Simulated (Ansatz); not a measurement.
Reaction (SMILES): FC(F)(F)F → F[C](F)F + F atom
B3LYP-D3(BJ)/def2-TZVP geometries, fixed; electronic energies without zero-point terms.

Effect of a fitting basis named in the input at PBE0/def2-TZVPP with Ansatz (a program for electronic structure), against the last row, where the bond dissociation energy is 128.09 kcal/mol. Open shells are unrestricted. The default fits or decomposes integrals by the program's own choice; accuracy: high also tightens integrals, grids and stops.

| setting | largest shift of a total energy (mEh) | shift of the bond dissociation energy (kcal/mol) |
|---|---|---|
| fitting: def2-SV(P)-JKFIT | -0.038 | -0.006 |
| fitting: def2-universal-JKFIT | -0.038 | -0.006 |
| fitting: cc-pVTZ-JKFIT | -0.006 | 0.000 |
| fitting: cc-pVQZ-JKFIT | -0.014 | -0.001 |
| fitting: cc-pV5Z-JKFIT | -0.018 | -0.001 |
| accuracy: high | -0.015 | -0.001 |
| accuracy: medium (default) | 0.000 | 0.000 |

Within 0.02 kcal/mol in the bond dissociation energy: fitting: def2-SV(P)-JKFIT; fitting: def2-universal-JKFIT; fitting: cc-pVTZ-JKFIT; fitting: cc-pVQZ-JKFIT; fitting: cc-pV5Z-JKFIT; accuracy: high. The largest shift is 0.038 mEh in a total energy and 0.006 kcal/mol in the difference.
